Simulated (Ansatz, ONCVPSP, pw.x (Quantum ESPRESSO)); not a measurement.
# Ge (Z = 32): one change to the ONCV potential, in the atom and in the diamond crystal

ONCVPSP 4.0.1.1 (patched build) input, shortened (lines: element, Z, core and valence counts, functional; n l f; lmax; l rc ep ncon nbas qcut; lloc lpopt rc5 dvloc0; l nproj debl; icmod fcfact rcfact), LDA (Perdew-Wang 92), scalar-relativistic:

```
  Ge 32.00    6    2  -001012      upf
    1    0    2.00
    2    0    2.00
    2    1    6.00
    3    0    2.00
    3    1    6.00
    3    2   10.00
    4    0    2.00
    4    1    2.00
    2
    0    1.75    0.00    4    8    3.50
    1    2.15    0.00    4    9    4.30
    2    2.30    0.14    4    8    4.90
    4    3    1.40    0.00
    0    1    0.90
    1    2    2.60
    2    1    2.40
    0    0.00    0.00
```

Change: local potential polynomial inside 1.60 bohr (lpopt 3, dvloc0 3 Ha).

Cutoffs, loose and tight: the cutoffs (Ha) at which the residual kinetic energy of the hardest occupied pseudo-wave falls to 1 and 0.1 mHa per electron. They do not see the model core or the augmentation charge, which bear on the density cutoff. Test errors are all-electron minus pseudo excitation energies from the reference, over the configurations 4s2 4p1; 4s2 4p0; 4s1 4p0; 4s1 4p2; variants that change the core or the reference have their own tests.

Crystal test: diamond Ge in pw.x 7.5, no spin, 8³ k-points, Fermi–Dirac smearing 0.01 Ry, cutoffs set for each file from its atomic test. The reference is all-electron LAPW (Ansatz 0.2.0) with the same functional, mesh and smearing; V0 and B0 come from Birch–Murnaghan fits to the pressures at five volumes. Errors are pseudo minus all-electron; Δ is the rms difference of the E(V) curves that follow from these fits, minima aligned, over ±6 % about the mean V0. Mesh and smearing are coarse, so the numbers serve the comparison and aren't converged zero-temperature values; the lattice is a test structure that the element need not adopt.

All-electron: a0 = 5.625 Å (V0 = 22.24 Å³/atom), B0 = 69.8 GPa.

Task: Does the change bring the crystal closer to the all-electron result?

Result: The mean pressure error goes from -2.13 to -1.85 GPa, so the change moves the solid closer to the all-electron pressures.

| quantity | base | changed |
| --- | --- | --- |
| outcome (atom) | generated | generated |
| cutoff, loose (atom) | 17 Ha | 17 Ha |
| cutoff, tight (atom) | 52 Ha | 52 Ha |
| bound ghosts (atom) | none | none |
| largest test error (meV) (atom) | +272 | +253 |
| cutoffs in pw.x (Ry) | 120/480 | 120/480 |
| a0 (Å) | 5.567 | 5.575 |
| a0 error (%) | -1.02 | -0.89 |
| B0 error (%) | +5.4 | +4.7 |
| Δ (meV/atom) | 10.6 | 9.2 |
| mean pressure error (GPa) | -2.13 | -1.85 |

Base: This is a poor potential for the solid. The generator flags a localised state at positive energy (s at 31 eV). Changed file: This is a poor potential for the solid.
